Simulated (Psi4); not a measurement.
# NOF (SMILES O=NF), step by step

Aim: a geometry optimisation (HF-3c/MINIX), then vibrational wavenumbers, then the energy (MP2/cc-pVTZ) of NOF. 

The calculation is run with Psi4 1.11.

**1. The system as given**

NOF has 3 atoms, charge 0, and is taken as a singlet. SMILES: `O=NF`. The coordinates come from a PBE0-D4/def2-TZVP relaxation. The run starts from this shape.

Bond lengths: O1–N2 1.127 Å, N2–F3 1.483 Å. Angles: O1–N2–F3 110.4°.

**2. A structure relaxation at HF-3c/MINIX (density fitting) (run 1)**

Contents of fno.in:

```
memory 1600 MB

molecule molecule1 {
  0 1
  O      0.868350     0.242970     0.504740
  N      0.148930    -0.482540     0.029910
  F     -1.017290     0.239580    -0.534650
}

set geom_maxiter 60

optimize("hf-3c")
print_variables()
```

Command:

```
psi4 fno.in fno.out -n 1
```

fno.out:

```text
[...]
  Running in cs symmetry.
[...]
  Nuclear repulsion =   66.472921694977643
[...]
  Multiplicity = 1
[...]
  Nalpha       = 12
  Nbeta        = 12
[...]
    Number of basis functions: 15
[...]
   @DF-RHF iter   1:  -227.07768507604857   -7.59574e-01   3.01146e-02 ADIIS/DIIS
[...]
   @DF-RHF iter   9:  -227.21534944726488    0.00000e+00   2.74624e-09 DIIS
[...]
    Orbital Energies [Eh]
    ---------------------
    Doubly Occupied:
       1Ap   -26.104756     2Ap   -20.550694     3Ap   -15.763158
       4Ap    -1.733569     5Ap    -1.554450     6Ap    -0.982498
       7Ap    -0.788069     8Ap    -0.752728     1App   -0.752499
       9Ap    -0.609462     2App   -0.589189    10Ap    -0.495853
[...]
  @DF-RHF Final Energy:  -227.21534944726488
   => Energetics <=
    Nuclear Repulsion Energy =             68.0727289025464302
    One-Electron Energy =                -448.9649998764465408
    Two-Electron Energy =                 153.8055733180246136
    Total Energy =                       -227.2153494472648845
[...]
 Multipole Moments:
 ------------------------------------------------------------------------------------
     Multipole            Electronic (a.u.)      Nuclear  (a.u.)        Total (a.u.)
 ------------------------------------------------------------------------------------
 L = 1.  Multiply by 2.5417464519 to convert [e a0] to [Debye]
 Dipole X            :         -0.9598125            0.9554127           -0.0043997
 Dipole Y            :          0.0729793           -0.1685892           -0.0956100
 Dipole Z            :          0.0000000            0.0000000            0.0000000
 Magnitude           :                                                    0.0957112
[...]
  -Total Gradient:
     Atom            X                  Y                   Z
    ------   -----------------  -----------------  -----------------
       1       -0.000175629039    -0.000009568328     0.000000000000
       2        0.000263319927    -0.000148792565     0.000000000000
       3       -0.000087690888     0.000158360894     0.000000000000
[...]
    Final optimized geometry and variables:
    Molecular point group: cs
    Full point group: Cs
    Geometry (in Angstrom), charge = 0, multiplicity = 1:
    O            1.070827135296     0.232027959998     0.000000000000
    N            0.144130559942    -0.511236181377     0.000000000000
    F           -1.007772039290     0.181468444611     0.000000000000
  Variable Map:
  ----------------------------------------------------------------------------
  "CURRENT ENERGY"                    =>    -227.215349447265
  "CURRENT REFERENCE ENERGY"          =>    -227.215349447265
  "DD SOLVATION ENERGY"               =>       0.000000000000
  "DISPERSION CORRECTION ENERGY"      =>      -0.005061256889
  "HF KINETIC ENERGY"                 =>     227.362399127106
[...]
```

Standard output:

```text
Optimizer: Optimization complete!
```

Run time: 7.2 s. Hardware: 1 thread of Intel Xeon Platinum 8259CL at 2.50GHz (Skylake/Cascade Lake), shared host; peak memory 0.21 GiB.

Steps, from the record of the run:

```tsv
step	energy from the first frame kept (eV)	largest force (eV/Å)
0	0.0000	7.9113
1	-0.4046	2.6700
2	-0.4249	1.6928
3	-0.4572	0.3747
4	-0.4588	0.0814
5	-0.4589	0.0156
```

After the run. Bond lengths: O1–N2 1.188 Å, N2–F3 1.344 Å. Angles: O1–N2–F3 110.2°.

**3. The harmonic vibrations at HF-3c/MINIX (density fitting) (run 2)**

Contents of job.in:

```
memory 1600 MB

molecule mol {
  0 1
  O      0.858901     0.265301     0.501947
  N      0.081069    -0.474655    -0.006630
  F     -0.959317     0.214967    -0.505366
}

set {
  t                          600.0
  rotational_symmetry_number 1
}

energy_value, wavefunction = frequencies("hf-3c", return_wfn=True)
```

Command:

```
psi4 -i job.in -o job.out -n 1
```

job.out:

```text
[...]
  Running in cs symmetry.
[...]
  Nuclear repulsion =   68.072732922143629
[...]
  Multiplicity = 1
[...]
  Nalpha       = 12
  Nbeta        = 12
[...]
    Number of basis functions: 15
[...]
   @DF-RHF iter   1:  -227.09007000212830   -7.15654e-01   3.47760e-02 ADIIS/DIIS
[...]
  -Total Gradient:
     Atom            X                  Y                   Z
    ------   -----------------  -----------------  -----------------
       1       -0.000175732017    -0.000009560901     0.000000000000
       2        0.000263328612    -0.000148812774     0.000000000000
       3       -0.000087596595     0.000158373676     0.000000000000
[...]
   @DF-RHF iter  12:  -227.21534944709464   -4.83169e-13   7.63201e-09 DIIS
[...]
    Orbital Energies [Eh]
    ---------------------
    Doubly Occupied:
       1Ap   -26.104756     2Ap   -20.550694     3Ap   -15.763158
       4Ap    -1.733569     5Ap    -1.554450     6Ap    -0.982498
       7Ap    -0.788069     8Ap    -0.752728     1App   -0.752499
       9Ap    -0.609462     2App   -0.589189    10Ap    -0.495853
[...]
  @DF-RHF Final Energy:  -227.21534944709464
   => Energetics <=
    Nuclear Repulsion Energy =             68.0727329221436293
    One-Electron Energy =                -448.9650075782217868
    Two-Electron Energy =                 153.8055770256925996
    Total Energy =                       -227.2153494470946384
[...]
 Multipole Moments:
 ------------------------------------------------------------------------------------
     Multipole            Electronic (a.u.)      Nuclear  (a.u.)        Total (a.u.)
 ------------------------------------------------------------------------------------
 L = 1.  Multiply by 2.5417464519 to convert [e a0] to [Debye]
 Dipole X            :         -0.9598124            0.9554126           -0.0043998
 Dipole Y            :          0.0729794           -0.1685895           -0.0956101
 Dipole Z            :          0.0000000            0.0000000            0.0000000
 Magnitude           :                                                    0.0957113
[...]
  ==> Harmonic Vibrational Analysis <==
[...]
  Freq [cm^-1]                 747.8262           1210.1938           1875.8376
[...]
  IR activ [km/mol]             7.3234             99.8093             33.9675
[...]
  Total E_0, Enthalpy at 0 [K]                                                         -227.20661528 [Eh]
[...]
  Total H, Enthalpy at  600.00 [K]                                                     -227.19791811 [Eh]
[...]
  Total G, Gibbs energy at  600.00 [K]                                                 -227.26042069 [Eh]
[...]
```

It took 5.4 s on 1 thread of Intel Xeon Platinum 8259CL at 2.50GHz (Skylake/Cascade Lake), shared host; peak memory 0.23 GiB.

**4. The energy at MP2/cc-pVTZ (density fitting, density fitting for correlation) (run 3)**

Contents of input.inp:

```
memory 1.6 GB

molecule m {
  O      1.62308766     0.50134623     0.94854236
  N      0.15319821    -0.89696795    -0.01252888
  F     -1.81284640     0.40622876    -0.95500333
  units bohr
}

set globals {
  basis cc-pVTZ
  freeze_core true
}

energy("mp2")
print_variables()
```

Command:

```
psi4 -i input.inp -o input.out -n 1
```

input.out:

```text
[...]
  Running in cs symmetry.
[...]
  Nuclear repulsion =   68.072732933951713
[...]
  Multiplicity = 1
[...]
  Nalpha       = 12
  Nbeta        = 12
[...]
    Number of basis functions: 90
[...]
   @DF-RHF iter   1:  -228.61518332480301   -6.02434e-01   7.29091e-03 DIIS/ADIIS
[...]
   @DF-RHF iter  13:  -228.70400832541287   -5.37170e-12   6.10794e-09 DIIS
[...]
    Orbital Energies [Eh]
    ---------------------
    Doubly Occupied:
       1Ap   -26.362468     2Ap   -20.696191     3Ap   -15.843073
       4Ap    -1.727889     5Ap    -1.549151     6Ap    -1.001703
       7Ap    -0.806355     8Ap    -0.792216     1App   -0.764994
       9Ap    -0.640523     2App   -0.606658    10Ap    -0.519961
[...]
  @DF-RHF Final Energy:  -228.70400832541287
   => Energetics <=
    Nuclear Repulsion Energy =             68.0727329339517127
    One-Electron Energy =                -450.9311151920338716
    Two-Electron Energy =                 154.1543739326692730
    Total Energy =                       -228.7040083254128717
[...]
 Multipole Moments:
 ------------------------------------------------------------------------------------
     Multipole            Electronic (a.u.)      Nuclear  (a.u.)        Total (a.u.)
 ------------------------------------------------------------------------------------
 L = 1.  Multiply by 2.5417464519 to convert [e a0] to [Debye]
 Dipole X            :         -0.9234221            0.9554126            0.0319904
 Dipole Y            :         -0.0162227           -0.1685895           -0.1848122
 Dipole Z            :          0.0000000            0.0000000            0.0000000
 Magnitude           :                                                    0.1875605
[...]
```

Wall time 2.9 s (1 thread of Intel Xeon Platinum 8259CL at 2.50GHz (Skylake/Cascade Lake), shared host); peak memory 0.22 GiB.

**5. Outcome**

```
                                                                  quantity             value
                               run 1, HF-3c/MINIX: total energy at the end     -227.21535 Eh
                                         run 1, HF-3c/MINIX: dipole moment            0.24 D
                                           run 1, HF-3c/MINIX: HOMO energy         -13.49 eV
                                           run 1, HF-3c/MINIX: LUMO energy           2.13 eV
                                         run 1, HF-3c/MINIX: HOMO–LUMO gap          15.63 eV
                            run 2, HF-3c/MINIX: lowest harmonic wavenumber          748 cm⁻¹
                           run 2, HF-3c/MINIX: highest harmonic wavenumber         1876 cm⁻¹
                                     run 2, HF-3c/MINIX: zero-point energy       22.9 kJ/mol
run 2, HF-3c/MINIX: ideal-gas entropy at 600 K (symmetry number 1 as used)  65.4 cal/(mol K)
                                          run 3, MP2/cc-pVTZ: total energy     -229.39441 Eh
                   run 3, MP2/cc-pVTZ: HOMO energy (Hartree–Fock orbitals)         -14.15 eV
                   run 3, MP2/cc-pVTZ: LUMO energy (Hartree–Fock orbitals)           1.73 eV
                 run 3, MP2/cc-pVTZ: HOMO–LUMO gap (Hartree–Fock orbitals)          15.88 eV
           run 3, MP2/cc-pVTZ: correlation energy (3 core orbitals frozen)        -690.4 mEh
```

What this shows: The optimisation (run 1, HF-3c/MINIX) took 6 steps and changed the energy by -0.459 eV. All 3 modes (run 2, HF-3c/MINIX) are real, so the shape is a minimum at this level.
